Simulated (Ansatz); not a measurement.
System: hcp Zn. Method: PBEsol in Ansatz (plane waves, PAW).

Settings: plane-wave cutoff 500 eV, 36×36×16 k mesh (along the axes of the cell as run), Fermi–Dirac smearing 0.1 eV, scalar-relativistic PAW data made under PBE.

Computed at the level's own relaxed cell.

Task: What does this level give for the equilibrium volume per atom, lattice constant a and lattice parameter c?

Result: 
- equilibrium volume per atom: 14.18 Å³/atom
- lattice constant a: 2.606 Å
- lattice parameter c: 4.824 Å

Measured, for comparison: lattice constant a 2.665 Å (293 K, no zero-point or thermal correction, our sources range from 2.660 to 2.665; as tabulated in Wikipedia's data pages); lattice parameter c 4.946 Å (293 K, no zero-point or thermal correction; as tabulated in Wikipedia's data pages). Computed (rounded) less measured: lattice constant a -2.2 % (-2.0 % to -2.2 % over the range), lattice parameter c -2.5 %.

The computed numbers hold no vibrational or temperature effects.

Computing time: very roughly 2.2 core-minutes.

Ansatz is a quantum-chemistry and plane-wave program.
